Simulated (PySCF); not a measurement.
Species: C5H5F (charge +1 and doublet state).
Geometry (GFN2-xTB, Å), atoms numbered from 1 in this order:
```
atom  x, y, z in Å
C1     2.9723   -0.5111    0.0163
C2     1.8476   -0.0577    0.1449
C3     0.5748    0.4435    0.2858
C4    -0.5572   -0.2253   -0.1746
C5    -1.9247    0.2419   -0.0613
F6    -0.3864   -1.3800   -0.7670
H7     3.9548   -0.8887   -0.0870
H8     0.4602    1.4015    0.7792
H9    -2.0079    1.2038    0.4356
H10   -2.5370   -0.5091    0.4579
H11   -2.3912    0.2839   -1.0558
```

Identity: `[CH+]=[C]/C=C(/C)F` [radical] (charge +1).

Computed with UKS B3LYP, pcH-1 on C F H, non-relativistic, mean-field spin-orbit, GIAO in PySCF 2.14.0. Isolated species at its GFN2-xTB geometry, gas phase. A GFN2-xTB geometry isn't a minimum of the functional, and hyperfine couplings can be far from their values at a DFT geometry, by a factor of two or more for some ions and for spin on atoms past the first row. Stability of the SCF solution: not tested.

**Question.** The isotropic 1H couplings, averaged over equivalent nuclei, are +43.0, -39.1, -24.3 MHz. Assign them to H7; H8; H9/H10/H11.

**Answer.** 
| site | a_iso (MHz) | ρ(0) (bohr⁻³) | position | distance from C1 (Å) | bound to | spin population there | largest \|T\| (MHz) |
| --- | --- | --- | --- | --- | --- | --- | --- |
| H7 | -39.1 | -0.0088 | 1 bond from C1 | 1.06 | C1 | +0.47 | 21.6 |
| H8 | -24.3 | -0.0054 | 1 bond from C3 | 3.25 | C3 | +0.29 | 14.4 |
| H9/H10/H11 | +43.0 | +0.0096 | 3 bonds from C3 | 5.45 | C5 | -0.02 | 4.7 |

ρ(0) is the spin density at the nucleus and T the dipolar tensor; entries for several nuclei are means. The Mulliken spin populations are largest on C1 (+0.47), C3 (+0.29) and C4 (+0.24). Three atoms exceed +0.15. Main spin sites, with 60 % or more of the largest population: C1, C3; positions count bonds from the nearest.

Means are taken over nuclei equivalent by connectivity, which assumes that they swap fast. The three 1H nuclei of mean +43.0 MHz run from -0.6 to 65.0 MHz in the frozen geometry.

C2, the radical centre as drawn in `[CH+]=[C]/C=C(/C)F`, holds a spin population of -0.05 out of 1.

Hardware: Arm Neoverse V2, one thread (shared host). Cost: 23 s wall (grids of density and orbitals included), 0.68 GiB resident at most.
